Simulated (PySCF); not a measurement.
1,2-shift

Start structure (SiNH₃, singlet), relaxed at PBE0-D4/def2-TZVP:

```
5
angstrom
H -0.5447 -1.4215 0.1997
N -0.2148 -0.4694 0.2334
Si 0.3734 0.3257 -1.1580
H 0.6724 1.6338 -0.4183
H -0.2824 -0.0782 1.1600
```

The step: SiNH₃ ([NH2][SiH]) → SiNH₃ ([NH][SiH2]); bonds formed: H1–Si3; bonds broken: H1–N2. Program: PySCF 2.14 with density fitting (its default auxiliary sets; JK sets also for MP2 and CCSD(T)). Basis: def2-TZVPP and def2-QZVPP. Cores are frozen in the correlated methods. Extrapolation: Hartree–Fock as exp(−7.88 √X), correlation as X^−2.97. Energies below are by CCSD(T) at an estimated basis limit (MP2 extrapolated from triple and quadruple zeta, plus CCSD(T) − MP2 in triple zeta).

Question: What are the electronic barrier and the energy of the step, from the start structure to the end structure? (To be estimated.)

Answer: Computed: Barrier 284.2 kJ/mol; step energy 65.9 kJ/mol (uphill); reverse barrier, their difference, 218.2 kJ/mol. Barrier and step energy count from the start structure, the reverse barrier from the end structure.

The saddle point: One imaginary mode of 1415i cm⁻¹.
```json
{"pair": "H1–Si3", "start (Å)": "2.40", "saddle (Å)": "1.56", "end (Å)": "1.48"}
{"pair": "H1–N2", "start (Å)": "1.01", "saddle (Å)": "1.60", "end (Å)": "2.63"}
```

Zero-point energy (harmonic, PBE0-D4): ZPE is 88.0 kJ/mol at the start and 69.0 kJ/mol at the saddle, so the barrier goes from 284.2 to 265.2 kJ/mol.

First-order rate constant out of the start structure at 498 K by transition-state theory, with harmonic vibrational free energies alone and no tunnelling: ΔA‡ = 265.3 kJ/mol, so k = (kB T/h) exp(−ΔA‡/kB T) ≈ 10^-15 s⁻¹ (an order of magnitude at best: rotation, the number of equivalent paths and anharmonicity are left out).

No T1 diagnostic of these runs exceeds 0.029. The T1 diagnostic is large here, which may signal multireference character or strong orbital relaxation, so CCSD(T) is less sure. The restricted Hartree–Fock reference is unstable towards an unrestricted one at one or more of these structures.

Labels in which every atom is bracketed show which atoms are joined, not bond orders.

For scale, one of the runs: CCSD(T)/def2-TZVPP, 115 basis functions, launched by `OMP_NUM_THREADS=4 python run.py`. Hardware: 4 CPU threads of a Oxide Virtual Turin-like, shared host. Wall time about 32 s.
